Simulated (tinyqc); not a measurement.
Extended Hueckel theory, for H3O+, step by step. The parameters take no account of the charge, which enters only through the electron count. Computed by tinyqc, a small Python program that keeps every step (integrals from PySCF). Settings: charge = 1, K = 1.5, weighted = 1, multiplicity = 1. Command: `OMP_NUM_THREADS=1 python tinyqc.py 29296 29297 out.jsonl` (the two numbers bound the seeds that draw the settings). One thread of a shared host (Intel(R) Xeon(R) Processor @ 2.60GHz), about 0.01 s of CPU time with the checks.

## Overlaps

Geometry (angstrom):

| atom | x | y | z |
|---|---|---|---|
| O | 0.0000 | 0.0000 | 0.2980 |
| H | 0.8820 | 0.0000 | 0.0000 |
| H | -0.4410 | 0.7640 | 0.0000 |
| H | -0.4410 | -0.7640 | 0.0000 |

Parameters chosen for this run:

| element | shell | Slater exponent | H_ii (eV) |
|---|---|---|---|
| O | 2s | 2.2750 | -32.3000 |
| O | 2p | 2.2750 | -14.8000 |
| H | 1s | 1.3000 | -13.6000 |

Slater orbitals, each expanded in six Gaussians scaled to its exponent.

overlap S, lower triangle:
```
         1O 2s   1O 2px   1O 2py   1O 2pz   2H 1s   3H 1s   4H 1s
1O 2s   1.0000
1O 2px  0.0000   1.0000
1O 2py  0.0000   0.0000   1.0000
1O 2pz  0.0000   0.0000   0.0000   1.0000
2H 1s   0.4789   0.3818   0.0000  -0.1290  1.0000
3H 1s   0.4788  -0.1908   0.3306  -0.1290  0.2215  1.0000
4H 1s   0.4788  -0.1908  -0.3306  -0.1290  0.2215  0.2214  1.0000
```

## Wolfsberg-Helmholz matrix

diagonal H_ii (eV): 1O 2s -32.3000, 1O 2px -14.8000, 1O 2py -14.8000, 1O 2pz -14.8000, 2H 1s -13.6000, 3H 1s -13.6000, 4H 1s -13.6000

K = 1.5000

H_ij = K' S_ij (H_ii + H_jj)/2 for i != j (the diagonal keeps H_ii), with K' = K + D^2 + D^4 (1 - K), D = (H_ii - H_jj)/(H_ii + H_jj), K = 1.5.

H (eV), lower triangle:
```
           1O 2s    1O 2px    1O 2py    1O 2pz     2H 1s     3H 1s     4H 1s
1O 2s   -32.3000
1O 2px    0.0000  -14.8000
1O 2py    0.0000    0.0000  -14.8000
1O 2pz    0.0000    0.0000    0.0000  -14.8000
2H 1s   -18.1574   -8.1421    0.0000    2.7509  -13.6000
3H 1s   -18.1539    4.0699   -7.0509    2.7502   -4.5189  -13.6000
4H 1s   -18.1539    4.0699    7.0509    2.7502   -4.5189   -4.5172  -13.6000
```

## Orbitals

valence electrons = 8

Solve H C = S C e through S^(-1/2); fill by pairs from the bottom, a degenerate level sharing its electrons equally; each orbital has its largest coefficient positive (the first on a tie).

orbital energies (eV): -32.9817  -16.3157  -16.3155  -14.9039  -3.8307  -3.8285  13.1130

occupations: 2.0000  2.0000  2.0000  2.0000  0.0000  0.0000  0.0000

coefficients:
```
           MO1      MO2      MO3      MO4      MO5      MO6      MO7
1O 2s   0.8720   0.0000   0.0000   0.0780   0.0000   0.0002   1.0993
1O 2px  0.0000   0.0000   0.7196   0.0000   0.0000  -0.9341   0.0003
1O 2py  0.0000   0.7196   0.0000   0.0000   0.9341   0.0000   0.0000
1O 2pz  0.0208   0.0000   0.0000   0.9821   0.0000   0.0000  -0.3251
2H 1s   0.0839   0.0000   0.3802  -0.0411   0.0000   1.0227  -0.6814
3H 1s   0.0838   0.3293  -0.1901  -0.0411  -0.8858  -0.5116  -0.6809
4H 1s   0.0838  -0.3293  -0.1901  -0.0411   0.8858  -0.5116  -0.6809
```

sum of one-electron energies = -161.0338 eV

Within a degenerate level the vectors are fixed only up to a rotation; this is one choice.

## Mulliken analysis

P = C n C^T; charge = valence electrons (O 6, H 1) minus the sum of (P S)_ii on the atom; overlap population = 2 sum P_ij S_ij between two atoms.

charges: 1O -0.3920, 2H 0.4640, 3H 0.4640, 4H 0.4640

Overlap populations:

| pair | value |
|---|---|
| 2-1 | 0.571642 |
| 3-1 | 0.571574 |
| 3-2 | -0.056310 |
| 4-1 | 0.571574 |
| 4-2 | -0.056310 |
| 4-3 | -0.056292 |
